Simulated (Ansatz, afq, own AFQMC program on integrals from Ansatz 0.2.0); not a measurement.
## BO, quartet in 6-31G, levels against full CI

```xyz
2

B     0.0000    0.0000    0.0000
O     0.0000    0.0000    2.5750
```

Basis 6-31G. Noble-gas cores (and the filled d shells of Ga–Kr and In–Xe) are frozen. Ansatz 0.2.0 and our own AFQMC program on the same integrals; the CISD trial comes from CCSD amplitudes, and released means the phaseless constraint is let go. Uncertainties: one standard error, sampling alone.

Determinant: UHF, the one that the program's search chose, which needn't be the lowest solution. The geometry is a point of a scan.

Full CI on the same integrals is exact in this basis and with this determinant's frozen core.

Cautions: lower spins were not checked; CCSDTQ is in doubt: among natural orbitals it converges to other amplitudes; the released energy hasn't reached full CI (21 meV above it at 2.40 1/Eh), so no released level is given (meV from the phaseless value at times in 1/Eh: -2.4 ± 1.6 at 0.24, -5.9 ± 1.7 at 0.51, -4.1 ± 1.3 at 0.99, -7.1 ± 1.6 at 1.62, -10 ± 3 at 2.40); the determinant fills πx and πy unequally, so it mixes two states of the linear molecule, and each level undoes that mixture to a different degree, while full CI gives the lower state.

The T1 diagnostic is 0.0146, the weight of the determinant in the CISD state is 0.920 and the ⟨S²⟩ of the determinant is 3.777. The size of the correlated space is 9 electrons in 16 orbitals.

```json
{"level": "MP2", "correlation energy (eV)": "-2.0105"}
{"level": "CCSD", "correlation energy (eV)": "-2.7632"}
{"level": "CCSD(T)", "correlation energy (eV)": "-2.7885"}
```

Q: Estimate where full CI lies against CCSD(T) on the same integrals.

A: 2.9 kJ/mol below CCSD(T).

Reference: full CI, correlation energy -2.819 eV. The cautions show a poor starting determinant, so the rows tell how each method copes with it here, and full CI is the sure value.

```
        level  E − E(reference) (kJ/mol)  share of correlation (%)
      CCSD(T)                        2.9                     98.92
        CCSDT                        1.4                     99.49
     CCSDT(Q)                        0.9                     99.68
       CCSDTQ                        0.1                     99.97
  ph-AFQMC/HF                 18.1 ± 2.0                     93.35
ph-AFQMC/CISD                  3.0 ± 0.1                     98.91
```

CCSDT and higher add their correlation energy to the determinant of the CCSD(T) run, since their own runs factorise the integrals more tightly (a shift of under 2 meV).
